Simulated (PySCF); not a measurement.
C₃H₅N₃.
Z-matrix (Å and degrees, PBE0-D3(BJ)/def2-SVP geometry), rows numbered from 1:
```
C 
N   1  1.4402
N   2  1.3150  1  122.10
C   3  1.3297  2  103.90  1  -178.15
C   4  1.4037  3  108.05  2     0.23
N   2  1.3140  1  121.84  3  -177.62
H   1  1.0999  2  110.53  3   105.22
H   1  1.0952  2  107.70  3   -14.62
H   1  1.0974  2  109.43  3  -134.54
H   4  1.0878  3  121.35  2  -179.52
H   5  1.0879  4  130.52  3  -179.71
```

Computed with PySCF at CAM-B3LYP/def2-SVPD, non-relativistic, on one gas-phase PBE0-D3(BJ)/def2-SVP geometry that isn't relaxed in the solvent. The solvent is an IEF-PCM continuum (Bondi radii, 1.10 Å for H, scaled by 1.2). The model holds no explicit solvent molecules, cavitation or dispersion.

Gas phase at CAM-B3LYP/def2-SVPD: HOMO -8.94 eV, LUMO 0.95 eV, dipole 0.42 D.

Q: What does the continuum do to the energy, the frontier levels and the dipole at CAM-B3LYP/def2-SVPD in chloroform and dimethylsulfoxide?

A: 
| solvent | ε | E(solvent) − E(gas) (kcal/mol) | polarisation term (kcal/mol) | distortion of the solute (kcal/mol) | HOMO (eV) | LUMO (eV) | dipole (D) |
| --- | --- | --- | --- | --- | --- | --- | --- |
| chloroform | 4.711 | -3.99 | -4.36 | 0.37 | -8.94 | 0.89 | 0.43 |
| dimethylsulfoxide | 46.83 | -5.52 | -6.23 | 0.71 | -8.95 | 0.84 | 0.40 |

Polarisation term: ½ Σ q·V over the induced surface charges. Distortion: the rise of the solute's own energy as its density leaves the gas-phase optimum. From chloroform to dimethylsulfoxide the lowering changes by a factor 1.38, Onsager's factor (ε − 1)/(2ε + 1) by 1.36 and ε itself by 9.9.

Q: How does the static polarisability (CAM-B3LYP/def2-SVPD, frozen core, with the continuum's full static response) change?

A: 
```
           medium  isotropic (au)  principal values (au)  ⟨r²⟩ of the electrons (bohr²)
              gas            54.7       38.0, 55.4, 70.8                          459.3
       chloroform            67.3       46.0, 70.0, 85.8                          458.5
dimethylsulfoxide            73.3       50.8, 77.2, 91.9                          458.2
```

The isotropic value in dimethylsulfoxide is 1.34 times the gas-phase one; no cavity-field correction is applied. ⟨r²⟩ is taken about the centre of nuclear charge.

Time: 14 s; peak memory 0.83 GiB. Hardware: an Arm Neoverse V2 with one thread, shared host. This is the whole response run at CAM-B3LYP/def2-SVPD in dimethylsulfoxide, SCF included.
